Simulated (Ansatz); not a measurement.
## NH3 (ammonia): where methods fail along a bond

The species is NH3 (4 atoms), meant as a singlet with charge 0. As SMILES, `N`. Geometry: relaxed at GFN2-xTB.

```xyz
4

N    -0.0682    0.2428    0.1081
H     0.4919   -0.3005    0.7534
H    -0.8920   -0.3006   -0.1183
H     0.4682    0.3583   -0.7431
```

The N1–H2 distance is scanned; the parts on either side stay rigid. Basis 3-21G, 1 core orbital frozen in the correlated methods; program Ansatz 0.2.0. FCI is exact within this basis and core. Energies in eV from each method's value at 1.013 Å; methods without a U are spin-restricted. The shape above is that at 1.013 Å.

```csv
distance (Å),CAM-B3LYP,B2PLYP,RPA@PBE,CCSDT,FCI
1.013,0.00,0.00,0.00,0.00,0.00
1.266,0.76,0.75,0.62,0.69,0.69
1.519,2.16,2.11,1.80,1.91,1.91
2.025,4.70,4.44,3.70,3.65,3.64
2.531,6.38,5.70,4.63,4.18,4.17
```

Departure from the FCI curve at its largest: CAM-B3LYP +2.21 eV at 2.53 Å; B2PLYP +1.52 eV at 2.53 Å; RPA@PBE +0.46 eV at 2.53 Å; CCSDT +0.01 eV at 2.02 Å. Restricted functionals keep the electrons paired too, and rise too high.
